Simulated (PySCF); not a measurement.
Calculation: PBE0-D4/def2-TZVP (PySCF 2.14.0). Gas-phase values, no solvent. Delta-SCF ions had no search for a lower state. Excitations are Tamm–Dancoff values on a coarser integration grid. The basis has no diffuse functions, so Rydberg states are missing or too high.

Reference species (SMILES): `N#N` (neutral, multiplicity 1).

```json
{
 "adiabatic ionisation energy (no zero-point term)": "15.74 eV",
 "vertical ionisation energy (Delta-SCF)": "15.75 eV",
 "S1 excitation (TDA)": "9.59 eV"
}
```

Changed species: `[O+]#[Ge-]`.

Task: Predict the effect on the adiabatic ionisation energy (no zero-point term), vertical ionisation energy (Delta-SCF) and S1 excitation (TDA).

Result: the adiabatic ionisation energy (no zero-point term) drops by 4.99 eV, to 10.75 eV; the vertical ionisation energy (Delta-SCF) falls by 4.77 eV, to 10.98 eV; the S1 excitation (TDA) falls by 4.80 eV, to 4.79 eV.
